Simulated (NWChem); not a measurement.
System: CN, doublet; SMILES N#[C]

```xyz
2

C      0.0000     0.0000    -0.6237
N      0.0000     0.0000     0.5364
```
Atoms are numbered in this order, from 1.

Level: PBE0-D3(BJ)/def2-TZVP, spin-unrestricted (NWChem), optimised geometry, unscaled harmonic frequencies. 

```
frequency (cm⁻¹)  IR intensity (km/mol)
----------------  ---------------------
2184                               24.3
```

The zero-point energy comes out as 3.1 kcal/mol, the thermal correction to the enthalpy at 298.15 K (with zero-point energy) comes out as 5.2 kcal/mol and the heat capacity Cv is 5.0 cal/(mol K). The dipole moment is 1.49 D.

Rigid rotor and harmonic oscillator.
